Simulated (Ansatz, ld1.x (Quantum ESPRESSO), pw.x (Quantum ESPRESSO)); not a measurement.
From atom to crystal: TM potential for Rb

- Element: Rb (Z = 37)
- Generator: ld1.x (Quantum ESPRESSO) 7.5
- Type: norm-conserving Troullier–Martins (Kleinman–Bylander form)
- Functional: LDA (PW92)
- Relativity: scalar-relativistic
- Frozen core: [Kr]
- Valence charge: 1
- Reference configuration: 5s1 5p0
- Partial waves: 5s (bound): rc 3.90 bohr; 5p (bound, empty): rc 3.50 bohr; 4d channel at 0.45 Ry: rc 3.55 bohr; 4f channel at 0.1 Ry: rc 3.65 bohr
- Local potential: all-electron potential smoothed inside 2.70 bohr (lloc = -1)
- Core correction: Bessel-smoothed model core inside 1.85 bohr

Crystal test: fcc Rb in pw.x 7.5, no spin, 9³ k-points, Fermi–Dirac smearing 0.01 Ry, cutoffs 50/200 Ry. The reference is all-electron LAPW (Ansatz 0.2.0) with the same functional, mesh and smearing; V0 and B0 come from Birch–Murnaghan fits to the pressures at five volumes. Errors are pseudo minus all-electron; Δ is the rms difference of the E(V) curves that follow from these fits, minima aligned, over ±6 % about the mean V0. Mesh and smearing are coarse, so the numbers serve the comparison and aren't converged zero-temperature values; the lattice is a test structure that the element need not adopt.

All-electron: a0 = 6.782 Å (V0 = 77.97 Å³/atom), B0 = 3.5 GPa.

Question: How far does the potential miss the all-electron equation of state?

Answer: mean pressure error (GPa): -0.16. The pressure does not cross zero within the volumes sampled, so no fit is given. This is a poor potential for the solid. Note: ghost state, extra bound levels that the all-electron valence spectrum of the same l lacks: s at -9.2 eV. A true bound ghost makes a file unfit for plane-wave use.

| V (Å³/atom) | P all-electron (GPa) | P pseudo (GPa) |
| --- | --- | --- |
| 74.322 | 0.18 | -0.07 |
| 76.278 | 0.08 | -0.12 |
| 78.234 | -0.01 | -0.16 |
| 80.190 | -0.09 | -0.20 |
| 82.146 | -0.16 | -0.23 |

Question: At the middle volume, how do free energy and pressure move when the wave cutoff is lowered (ecutrho kept at four times it)?

Answer:

```tsv
cutoff (Ry)	shift of F (meV/atom)	shift of P (GPa)
22	+0.1	-0.00
30	+0.0	+0.00
40	+0.0	+0.00
```

The run at the middle volume (35 k-points, 15 iterations) took about 24 s on one core of a shared host (Neoverse-V1, 32 threads, 247 GiB, load 10).
